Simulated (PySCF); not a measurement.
Isomers of C5H10F (doublet state), one GFN2-xTB conformer each. Single-point energies are computed at B3LYP/pcH-1 (PySCF, gas phase, no added dispersion term), electronic only. GFN2-xTB treats the open shell by occupation alone, and not every SCF solution was tested for stability.

**Question.** Rank them by B3LYP/pcH-1 energy, lowest first (kcal/mol).
A. `[CH2:1][CH2:2][C@@H:3]([CH3:4])[CH2:5][F:6]` (doublet state) with H–C1–C2–C3 49° and -135°, C1–C2–C3–C4 67°, C2–C3–C5–F6 65°
B. `[CH3:1][CH:2][C@@H:3]([CH3:4])[CH2:5][F:6]` (doublet state) with C1–C2–C3–C4 153°, C2–C3–C5–F6 170°

**Answer.** B (0.0), A (3.5).

Neighbours under 5.0 kcal/mol apart (C[CH][C@@H](C)CF and [CH2]C[C@@H](C)CF) can change places with a better method, another conformer or zero-point energy. GFN2-xTB itself gives, in the same order: 0.0, 5.1. Both levels put the same isomer lowest.
